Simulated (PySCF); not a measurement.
Species: C5H9F.
Numbering: `[F:1][CH:2]1[CH2:3][CH2:4][CH2:5][CH2:6]1` (hydrogens: H7 on C2; H8, H9 on C3; H10, H11 on C4; H12, H13 on C5; H14, H15 on C6)

The same species was optimised twice, with GFN2-xTB and with PBE0-D3(BJ)/def2-SVP (PySCF), and the same property calculations (PySCF, gas phase) were run on both structures.

```csv
coordinate,GFN2-xTB,PBE0-D3(BJ)/def2-SVP,change
C4–C5 (Å),1.526,1.549,+0.023
C2–C3 (Å),1.537,1.517,-0.020
C2–C6 (Å),1.532,1.517,-0.015
C5–C6 (Å),1.528,1.537,+0.009
C3–C4 (Å),1.531,1.537,+0.006
F1–C2 (Å),1.385,1.386,+0.001
C3–C2–C6 (°),106.4,103.5,-2.9
C4–C5–C6 (°),102.8,105.7,+2.9
C3–C4–C5 (°),103.6,105.7,+2.1
C2–C3–C4 (°),105.7,104.1,-1.6
F1–C2–C6 (°),109.9,108.7,-1.2
F1–C2–C3 (°),109.7,108.9,-0.8
C2–C6–C5 (°),104.5,104.1,-0.4
```

Rotational constants: A = 5830, B = 3253, C = 2512 MHz (GFN2-xTB) against A = 5050, B = 3610, C = 2918 MHz (PBE0-D3(BJ)/def2-SVP). Some torsions differ by more than 30° (F1–C2–C3–C4 124° against 76°; C2–C3–C4–C5 -29° against 24°; C3–C4–C5–C6 41° against 0°), so the changes below aren't those of bond lengths and angles alone. Point groups within 0.08 Å: C1 and Cs. Atoms that the bonding makes alike are paired by their places after alignment.

On the GFN2-xTB structure: HOMO (eV) -8.87 [PBE0/pcSseg-1]; LUMO (eV) 1.28 [PBE0/pcSseg-1]; dipole (D) 1.86 [PBE0/pcSseg-1]; GIAO shielding of F1 (ppm) 360.4 [PBE0/pcSseg-1]; GIAO shielding of C2 (ppm) 88.7 [PBE0/pcSseg-1]; GIAO shielding of C3/C6 (mean) (ppm) 148.3 [PBE0/pcSseg-1]; GIAO shielding of C4/C5 (mean) (ppm) 157.6 [PBE0/pcSseg-1].

Task: What do these properties become on the PBE0-D3(BJ)/def2-SVP structure?

Result: 
```tsv
property	level	on GFN2-xTB	on PBE0-D3(BJ)/def2-SVP	change
HOMO (eV)	PBE0/pcSseg-1	-8.87	-8.76	+0.11
LUMO (eV)	PBE0/pcSseg-1	1.28	1.21	-0.07
dipole (D)	PBE0/pcSseg-1	1.86	1.78	-0.08
energy, GFN2-xTB geometry as zero (kcal/mol)	PBE0/pcSseg-1	0.0	-0.6	-0.6
GIAO shielding of F1 (ppm)	PBE0/pcSseg-1	360.4	380.4	+20.0
GIAO shielding of C2 (ppm)	PBE0/pcSseg-1	88.7	88.1	-0.6
GIAO shielding of C3/C6 (mean) (ppm)	PBE0/pcSseg-1	148.3	148.9	+0.6
GIAO shielding of C4/C5 (mean) (ppm)	PBE0/pcSseg-1	157.6	161.3	+3.7
```

The heavy atoms differ by 0.304 Å rms after alignment. Among bonds between heavy atoms C4–C5 changes most (+0.023 Å). Changes are differences of the printed values. Neither structure is proved a minimum here.
